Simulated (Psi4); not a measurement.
# CHClF2 (difluorochloromethane): HF-D3(BJ)/6-31++G(d,p) (Cartesian functions, stability analysis check)

We compute the stability of the SCF solution of CHClF2 (difluorochloromethane). The job is set up through a Python script.

The results are computed with Psi4 1.11.

1 further run of the same task is left out (set aside as unsound or not needed).

## (1) The system as given

The species is CHClF2 (5 atoms), meant as a singlet with charge 0. SMILES: `FC(F)Cl`. The coordinates come from a PBE0-D4/def2-TZVP relaxation.

Bond lengths: F1–C2 1.334 Å, C2–F3 1.334 Å, C2–Cl4 1.763 Å, C2–H5 1.090 Å. Angles: F1–C2–F3 108.3°, F1–C2–Cl4 109.7°, F3–C2–Cl4 109.7°, F1–C2–H5 110.0°, F3–C2–H5 110.0°, Cl4–C2–H5 109.0°.

## (2) A stability test at HF-D3(BJ)/6-31++G(d,p) (Cartesian functions, stability analysis check)

File chclf2.xyz:

```xyz
5
CHClF2
F      0.038900    -0.568100     1.222300
C      0.109400     0.023600     0.028300
F      0.844200    -0.745900    -0.776900
Cl    -1.511000     0.208900    -0.640800
H      0.568600     1.007800     0.125800
```

File job.py:

```python
import psi4

psi4.set_memory('1600 MB')
psi4.set_num_threads(1)
psi4.core.set_output_file('output.dat', False)

with open('chclf2.xyz') as f:
    atoms = ''.join(f.readlines()[2:])
mol = psi4.geometry('0 1\n' + atoms + '')

psi4.set_options({
    'basis': '6-31++G**',
    'reference': 'rhf',
    'scf_type': 'pk',
    'stability_analysis': 'check',
})

energy_value = psi4.energy('hf-d3bj2b')
print(f'total energy {energy_value:.8f} hartree = {energy_value * 27.211386:.5f} eV')
for k, v in sorted(psi4.core.scalar_variables().items()):
    print(f'{k:45s} {v:18.10f}')
```

Command:

```sh
$ python job.py
```

**Question.** What will come out? Wanted: total energy; dipole moment; HOMO energy; LUMO energy; HOMO–LUMO gap; dispersion energy.

**Answer.** As computed:

At HF-D3(BJ)/6-31++G** (Cartesian functions, stability analysis check):

| quantity | value |
| --- | --- |
| total energy | -696.83425 Eh |
| dipole moment | 1.75 D |
| HOMO energy | -13.23 eV |
| LUMO energy | 1.15 eV |
| HOMO–LUMO gap | 14.38 eV |
| dispersion energy | -62.55 kJ/mol |
